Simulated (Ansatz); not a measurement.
# CHClSi (SMILES C#[Si]Cl): functionals against CCSD(T) at one geometry

A test off equilibrium: a structure displaced at random from a GFN2-xTB minimum is computed at several levels, and each is set against CCSD(T).

Method: single points in def2-TZVPP; program: Ansatz 0.2.0, Gaussian basis.

Cores are frozen in the correlated methods.

## Step 1: Where the work starts

SMILES `C#[Si]Cl`, 4 atoms, charge 0, spin multiplicity 1.

Atoms are counted from 1 here; the program's logs count them from 0.

Bond lengths: C1–Si2 1.715 Å, C1–H4 1.045 Å, Si2–Cl3 1.979 Å. Angles: Si2–C1–H4 120.7°, C1–Si2–Cl3 164.2°.

Coordinates:

```
C     0.5359    1.0662    0.0866
Si   -0.1371   -0.5058   -0.0395
Cl   -0.4015   -2.4468   -0.3194
H    -0.0657    1.8878    0.3234
```

## Step 2: CCSD(T)/def2-TZVPP

run/in.yaml reads:

```yaml
crystal:
  periodic: [false, false, false]
  atoms:
    - {symbol: C, position_ang: [0.535900, 1.066200, 0.086600]}
    - {symbol: Si, position_ang: [-0.137100, -0.505800, -0.039500]}
    - {symbol: Cl, position_ang: [-0.401500, -2.446800, -0.319400]}
    - {symbol: H, position_ang: [-0.065700, 1.887800, 0.323400]}
basis:
  gaussian: {orbitals: def2-TZVPP}
correlation: {method: ccsd_t}
output: {forces: true}
```

No record of the launch command was kept for these runs.

## Step 3: PBE0-D4/def2-TZVPP

Edit run/in.yaml of step 2 so:

```diff
@@ -9,3 +9,3 @@
   gaussian: {orbitals: def2-TZVPP}
-correlation: {method: ccsd_t}
-output: {forces: true}
+hamiltonian: {xc: pbe0, dispersion: d4}
+output: {forces: true, orbitals: {seedname: orbitals}}
```

## Step 4: wB97M-V/def2-TZVPP

Edit run/in.yaml of step 3 so:

```diff
@@ -9,3 +9,3 @@
   gaussian: {orbitals: def2-TZVPP}
-hamiltonian: {xc: pbe0, dispersion: d4}
-output: {forces: true, orbitals: {seedname: orbitals}}
+hamiltonian: {xc: {name: wB97M-V}}
+output: {forces: true}
```

## Step 5: r2SCAN-D4/def2-TZVPP

Edit run/in.yaml of step 4 so:

```diff
@@ -9,3 +9,3 @@
   gaussian: {orbitals: def2-TZVPP}
-hamiltonian: {xc: {name: wB97M-V}}
+hamiltonian: {xc: r2scan, dispersion: d4}
 output: {forces: true}
```

## Step 6: PBE-D4/def2-TZVPP

Edit run/in.yaml of step 5 so:

```diff
@@ -9,3 +9,3 @@
   gaussian: {orbitals: def2-TZVPP}
-hamiltonian: {xc: r2scan, dispersion: d4}
+hamiltonian: {xc: pbe, dispersion: d4}
 output: {forces: true}
```

## Step 7: BHLYP-D4/def2-TZVPP

Edit run/in.yaml of step 6 so:

```diff
@@ -9,3 +9,3 @@
   gaussian: {orbitals: def2-TZVPP}
-hamiltonian: {xc: pbe, dispersion: d4}
+hamiltonian: {xc: {name: BHLYP}, dispersion: d4}
 output: {forces: true}
```

## Step 8: SPW92/def2-TZVPP

Edit run/in.yaml of step 7 so:

```diff
@@ -9,3 +9,3 @@
   gaussian: {orbitals: def2-TZVPP}
-hamiltonian: {xc: {name: BHLYP}, dispersion: d4}
+hamiltonian: {xc: lda}
 output: {forces: true}
```

(Steps that only read results are left out.)

Q: Predict the outcome of this session. Wanted: energy less free atoms, CCSD(T)/def2-TZVPP; RMS force component; RMS force error; HOMO and LUMO, PBE0-D4; T1 diagnostic.

As calculated:

| quantity | value |
| --- | --- |
| energy less free atoms, CCSD(T)/def2-TZVPP | -11.526 eV |
| RMS force component | 1.401 to 1.647 eV/Å over the methods |
| RMS force error | PBE0-D4 0.311, wB97M-V 0.403, r2SCAN-D4 0.229, PBE-D4 0.172, BHLYP-D4 0.431, SPW92 0.351 eV/Å |
| HOMO and LUMO, PBE0-D4 | -6.53 and -2.65 eV |
| T1 diagnostic | 0.023 |

What this shows: Against CCSD(T) the functionals' energies less atoms differ by -2.726 to +0.706 eV, PBE-D4 by -0.967 eV. A larger basis would deepen the CCSD(T) value, while the functionals are nearly converged already, so the order here is not reliable. The forces of PBE-D4 come nearest to CCSD(T), those of BHLYP-D4 are farthest. Frozen-core CCSD(T) forces in triple zeta carry basis errors of their own, and this is one geometry, so small gaps rank nothing. The restricted Hartree–Fock reference is unstable towards an unrestricted one at one or more of these structures.
